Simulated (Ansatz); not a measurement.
# How far each method lies from RCCSDT(Q) for Al–AlH–Cl, singlet

Geometry: that of the Al–AlH–Cl, triplet, kept fixed.

```yaml
atoms:
  - { symbol: Al, position_ang: [0.0000, -0.3948, 2.2333] }
  - { symbol: Al, position_ang: [0.0000, 0.8333, 0.0097] }
  - { symbol: Cl, position_ang: [0.0000, -0.4023, -1.7036] }
  - { symbol: H, position_ang: [0.0000, 2.4107, -0.1201] }
```

Basis cc-pVDZ; Ansatz 0.2.0. Only valence electrons are correlated (noble-gas cores frozen), which leaves 14 electrons in 44 orbitals. Prefix R: restricted or restricted open-shell reference; prefix U: unrestricted. Active spaces: frontier = (8e, 8o) about the gap.

Full CI isn't at hand for all of this; RCCSDT(Q) serves as the reference, and is uncertain by about the last step of the cluster series. The frozen core follows each run's orbitals, which can shift R against U totals by a few meV.

Unrestricted rows (U) aren't spin-pure: their determinants' ⟨S²⟩ exceeds S(S+1) by up to 0.48, so they mix in states of higher spin. HF rows are the lowest solutions found. Coupled cluster chose its determinant by trial CCSD, here up to 0.15 eV above the lowest Hartree–Fock solution of its kind, and MP2 stands on that determinant too.

```
UHF ⟨S²⟩                            : 0.742
⟨S²⟩ of the determinant under UCCSD : 0.476
T1 diagnostic (RCCSD)               : 0.0138
largest doubles amplitude (RCCSD)   : 0.092
```

```tsv
level	E − E(RCCSDT(Q)) (kcal/mol)	share of correlation (%)	wall time
RHF	177.80	0.00	–
RMP2	31.43	82.32	–
UMP2	34.96	80.34	–
CISD	24.94	85.97	3.9 s
RCCSD	4.99	97.19	–
UCCSD	5.17	97.09	–
RCCSD(T)	1.02	99.43	3.6 s
UCCSD(T)	1.08	99.39	35 s
BCCD(T)	0.99	99.44	3.9 s
RCCSDT	0.36	99.80	–
UCCSDT	0.39	99.78	–
UCCSDT(Q)	0.01	99.99	2.9 min
CASSCF (frontier space)	141.71	20.30	–
NEVPT2 (frontier space)	27.91	84.30	44 s
```

The correlation energy at RCCSDT(Q), counted from RHF, is -7.710 eV. That run took 36 s on 1 thread of Arm Neoverse N1, shared host.

Run but not shown, since their state, orbitals or frozen core can't be matched to the reference's or they repeat it: UHF.

Times hold each run's SCF and search for its determinant on a shared host, so for small cases they say little of a method's own cost; they ran on 1 thread of Arm Neoverse N1.
